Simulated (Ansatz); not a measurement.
What a trial cell of Tl2I relaxes into

Level of theory: DFT r2SCAN, scalar-relativistic, plane waves, PAW (Ansatz 0.2.0). Cutoff 500 eV, Γ-centred k mesh, Gaussian smearing, no spin polarisation in the final step.

Tl2I was placed on the anti-fluorite structure type (Fm-3m, No. 225), with I in place of Ca, Tl in place of F, at a guessed volume.

```xyz
3
Lattice="0.0000 3.6662 3.6662 3.6662 0.0000 3.6662 3.6662 3.6662 0.0000" Properties=species:S:1:pos:R:3 pbc="T T T"
Tl    1.8331    1.8331    1.8331
Tl    5.4994    5.4994    5.4994
I     0.0000    0.0000    0.0000
```

Cell and atoms relax at zero pressure; the relaxation can't lower the symmetry of the start. After a coarse first stage the cell is made exact in the group found at 0.06 Å.

Formation energies are uncorrected and refer to the elements' standard structures at the same level.

Q: Which crystal results?

A: It keeps Fm-3m (No. 225). The result has the fluorite structure. Conventional cell: a = 8.161 Å. Tl has 4 I at 3.53 Å and 6 Tl at 4.08 Å; around I lie 8 Tl at 3.53 Å.

```cif
data_structure
_symmetry_space_group_name_H-M 'Fm-3m'
_symmetry_Int_Tables_number 225
_cell_length_a 8.1614
_cell_length_b 8.1614
_cell_length_c 8.1614
_cell_angle_alpha 90.000
_cell_angle_beta 90.000
_cell_angle_gamma 90.000
_cell_volume 543.61
loop_
_atom_site_label
_atom_site_type_symbol
_atom_site_symmetry_multiplicity
_atom_site_Wyckoff_symbol
_atom_site_fract_x
_atom_site_fract_y
_atom_site_fract_z
_atom_site_occupancy
Tl1 Tl 8 c 0.25000 0.75000 0.75000 1
I1 I 4 a 0.00000 0.00000 0.00000 1
```

Q: What are its volume, energy, density and gap?

A: The volume per atom is 45.30 Å³. The density is 6.55 g/cm³. The energy over the elements is -0.12 eV/atom. The gap on the 10×10×10 mesh is 0 eV (a metal).

The final run used a 10×10×10 mesh on its 3-atom cell and 0.10 eV smearing. The k mesh leaves about 4 meV/atom of noise in metals. Spin–orbit coupling is left out. Symmetry constrained the relaxation, so the result can be a saddle point.

Cost: 3 runs of about 0.9 core-minutes in all, on Intel Xeon 6975P-C (Granite Rapids) (shared hosts).